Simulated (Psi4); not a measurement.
Process, species as SMILES: S (H2S) + H+ → [SH3+]
B3LYP-D3(BJ)/def2-TZVP geometries, fixed; electronic energies without zero-point terms; positive where energy is released.
Largest species:
```
S
H 1 1.3577
H 1 1.3577 2 94.35
H 1 1.3577 2 94.35 3 -94.71
```
Charge +1, spin multiplicity 1.

Energies in hartree at PBE with Psi4; the proton affinity is their sum with the coefficients shown, times 627.509 kcal/mol a hartree; the bare proton counts zero. All functions are spherical. Density fitting with the program's default auxiliary sets. No added dispersion term, no relativity.

```json
[
 {"species": "S (H2S)", "coefficient": "+1", "part": "PBE", "cc-pV(D+d)Z": "-399.21440", "cc-pV(T+d)Z": "-399.23342", "cc-pV(Q+d)Z": "-399.23771"},
 {"species": "[SH3+]", "coefficient": "-1", "part": "PBE", "cc-pV(D+d)Z": "-399.49509", "cc-pV(T+d)Z": "-399.51293", "cc-pV(Q+d)Z": "-399.51695"}
]
```

Predict the proton affinity in cc-pV(5+d)Z (X = 5): let each PBE step shrink by the ratio of the last two. Compare with the run.


- S (H2S): steps -0.01902 and -0.00429, ratio 0.226, so PBE -399.23868 (run: -399.24146).
- [SH3+]: steps -0.01784 and -0.00402, ratio 0.225, so PBE -399.51785 (run: -399.52063).
Predicted 175.18 kcal/mol; the run in cc-pV(5+d)Z gives 175.18, a miss of 0.00. Keeping the value in cc-pV(Q+d)Z, 175.23, would miss by 0.04. All sums are of the energies as printed.
